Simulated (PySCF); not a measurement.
HN2, SMILES [NH+]#N, charge +1. The structure is a stationary point at PBE-D3(BJ)/def2-TZVPD. The isomer is the one that the SMILES or the coordinates give; other isomers of the formula were not compared.

Task: Give the equilibrium geometry at PBE-D3(BJ)/def2-TZVPD (PySCF confirms it by a frequency run) as a Z-matrix, and its point group. (The exact figures need the calculation; the answer reports its results.)

Result: point group C∞v.
```
N
N 1 1.0984
H 1 1.0453 2 180.00
```
Charge +1, spin multiplicity 1.
